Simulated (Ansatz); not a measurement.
Cost and result up the ladder for the cluster B3H2 (5 atoms). Charge 0, multiplicity 2. Geometry: r2SCAN-D4/def2-TZVP.

```xyz
5

B    -0.6838   -0.6929    0.8473
B     0.5156   -0.8231   -0.0996
B    -0.6253    0.7121    0.2351
H    -0.6549    1.8173   -0.1826
H     1.4483   -1.0134   -0.8001
```

Ansatz on 4 threads of Arm Neoverse N1 on a shared host. Times are rough, and most runs start from the orbitals of an earlier one. PBE0-D4/def2-TZVPD serves as the yardstick here, not as an exact answer. Differences are given only for rows in sets of like size (and for xTB, whose basis is part of the method), since another set adds its own error. Binding counts from free atoms at the same level (B doublet, H doublet; other spins of the atoms weren't run), without zero-point energy or a counterpoise term.

LC-ωPBE has ω = 0.4 bohr⁻¹. B3LYP takes the VWN-RPA correlation. HSE06 is defined as in plane-wave codes, on full-range PBE exchange. Correlated methods freeze 3 core orbitals. In CCSD on the charge 0 doublet the largest single amplitude is 0.19, so its Hartree–Fock determinant may place the open shell otherwise than the density functionals do. The structure comes from a short search, and lower isomers may exist.

Run but left out: HF/STO-3G, HF/6-31G, MP2/def2-TZVP (⟨S²⟩ 1.09 to 1.22, where a pure state has 0.75).

Correlated methods converge slowly with the basis.

```tsv
level	functions	wall time	binding energy per atom (eV)	difference from PBE0-D4/def2-TZVPD (eV)	remarks
B3LYP-D4/6-31G	31	0.6 s	3.30	–	–
PBE-D4/def2-SVP	52	0.7 s	3.49	–	–
PBE0-D4/def2-SVP	52	0.9 s	3.44	–	–
BLYP-D4/def2-TZVP	105	1.4 s	3.34	-0.06	–
HSE06-D4/def2-TZVP	105	1.4 s	3.41	0.00	–
PBE-D4/def2-TZVPD	129	1.9 s	3.47	0.06	–
BHLYP-D4/def2-TZVP	105	2.4 s	3.26	-0.15	–
LC-ωPBE/def2-TZVP	105	2.6 s	3.34	-0.06	–
r2SCAN-D4/def2-TZVP (with forces)	105	2.9 s	3.43	0.03	–
PBE0-D4/def2-TZVPD	129	3.3 s	3.41	0.00	–
PBE0-D4/def2-TZVP	105	3.4 s	3.41	0.00	–
r2SCAN-D4/def2-TZVPD	129	5.5 s	3.43	0.03	–
CCSD(T)/def2-TZVPP	121	10 s	3.19	-0.22	large T1 (0.065), spin-contaminated (⟨S²⟩ 1.09)
CCSD(T)/def2-TZVPD	129	14 s	3.17	-0.24	large T1 (0.065), spin-contaminated (⟨S²⟩ 1.09)
```
